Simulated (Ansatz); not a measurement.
# CHO (doublet): from Hartree-Fock to the top rungs, def2-QZVPP

An exercise on one series of results from a longer session: the logs are not shown, and one member is left open.

Program: Ansatz 0.2.0, Gaussian basis. Level of theory: def2-QZVPP, core rule «outside noble gas», up to 2 orbitals frozen. These are calculated values, not measurements.

The runs, in order: UHF; ROHF; CCSD(T) on UHF.

2 further runs of the same task are left out: 2 set aside as unsound or not needed.

### The system

The geometry is a PBE0/def2-TZVP stationary point (not a proven minimum).

3 atoms, charge 0, spin multiplicity 2.

Atoms are counted from 1 here; the program's logs count them from 0.

Bond lengths: O1–C2 1.265 Å, O1–H3 0.984 Å. Angles: C2–O1–H3 114.4°.

The first run:

The input, in.yaml:

```yaml
crystal:
  periodic: [false, false, false]
  atoms:
    - {symbol: O, position_ang: [0.000000, -0.101264, 0.500232]}
    - {symbol: C, position_ang: [0.000000, 0.073612, -0.752550]}
    - {symbol: H, position_ang: [0.000000, 0.730231, 1.027088]}
basis:
  gaussian: {orbitals: "def2-QZVPP.json"}
magnetization: {spin_polarized: true, initial_magnetization: 1}
hamiltonian: {xc: hf}
output: {orbitals: {seedname: orbitals}}
```

Started as:

```bash
ansatz run in.yaml --threads 1 --pin off --events-out ev --progress --plain --max-ram 2393MiB
```

Among the steps run: UHF; ROHF; CCSD(T) on UHF.

One table of the session follows, with a row left open; its other results are not shown here.

It belongs to the step «Misses and costs». 

| method | from UCCSD(T) (meV) |
| --- | --- |
| ROHF | +11039.8 |
| UHF | ? |
| UMP2 | +788.5 |
| UCCSD | +438.4 |
| UCCSD(T) | 0 |

Estimate the missing values for UHF.

The run gave: from UCCSD(T) (meV): +10895.4. In the column «from UCCSD(T) (meV)» it lies between UMP2 (+788.5) and ROHF (+11039.8).
